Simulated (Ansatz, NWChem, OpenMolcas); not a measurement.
Errors in the dipole moment

8 molecules without hydrogen; the dipole moment in D, computed less measured. Shapes, held fixed at every level: PBE0-D4/def2-TZVP; CS, PN, SiS at the measured bond length. No vibrational averaging. Dipoles are compared by magnitude; molecules under 1 D, whose direction can flip, are left out. Programs: Ansatz 0.2.0, NWChem 7.3.0, OpenMolcas 26.06. A level may come from different programs for different species; with the same settings they agree closely. Measured values: NIST CCCBDB.

Levels: A = HF/def2-SVP; B = B3LYP/STO-3G; C = B3LYP/6-31G* (spherical functions).

```
                    molecule  measured      A      B      C
       CS (SMILES [C-]#[S+])      1.98  -0.49  -0.47  -0.41
     PN (phosphorus nitride)      2.75  +0.21  -0.80  -0.30
     SiS (SMILES [Si-]#[S+])      1.73  +0.36  -0.58  +0.01
     NOF (nitrosyl fluoride)      1.81  -0.24  -1.48  -0.70
          SO2 (SMILES O=S=O)      1.63  +0.66  -0.26  +0.08
          S2O (SMILES O=S=S)      1.47  +0.60  -0.39   0.00
PF3 (phosphorus trifluoride)      1.03  +0.52  -0.33  -0.06
   SO2F2 (sulfuryl fluoride)      1.12  +0.01  +0.04  +0.06
```

Q: Which level does best on this set, which worst, and which err to one side?

A: 
```
                             level           kind  mean error  mean absolute error  worst case
                       HF/def2-SVP   Hartree–Fock      +0.204                0.386         SO2
                      B3LYP/STO-3G  global hybrid      -0.534                0.544         NOF
B3LYP/6-31G* (spherical functions)  global hybrid      -0.165                0.202         NOF
```

On this set B3LYP/6-31G* (spherical functions) has the smallest mean absolute error and B3LYP/STO-3G the largest. HF/def2-SVP is too high in 6 of 8; B3LYP/STO-3G is too low in 7 of 8; B3LYP/6-31G* (spherical functions) is too low in 4 of 8. The levels differ in basis as well as in method. The tabulated value of NOF is in doubt (older tables, estimates, or at odds with other calculations) and kept here. Over the 7 molecules whose values aren't doubted the mean absolute errors are A 0.407; B 0.410; C 0.131. The set is small.
